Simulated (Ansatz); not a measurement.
Rock-salt HfC, treated with LDA (Ansatz, a quantum-chemistry and plane-wave program, PAW).

Settings: plane-wave cutoff 520 eV, 24×24×24 k mesh, Fermi–Dirac smearing 0.065 eV (set by the program), scalar-relativistic PAW data made under PBE.

Computed at the level's own relaxed cell.

Q: What does this level give for the elastic constant C44, elastic constant C12, Young modulus, Poisson ratio and elastic constant C11?

A: 
* **elastic constant C44**: 178 GPa
* **elastic constant C12**: 108 GPa
* **Young modulus**: 472 GPa
* **Poisson ratio**: 0.199
* **elastic constant C11**: 567 GPa

Measured, for comparison: elastic constant C44 180 GPa, elastic constant C11 500 GPa (temperature not stated, no zero-point or thermal correction; as tabulated in Wu et al. (2005), arXiv:cond-mat/0412374). Computed (rounded) less measured: elastic constant C44 -1 %, elastic constant C11 +13 %.

Elastic constants are with the ions relaxed.

Spin–orbit coupling is not included.

Computed values are for the static lattice.
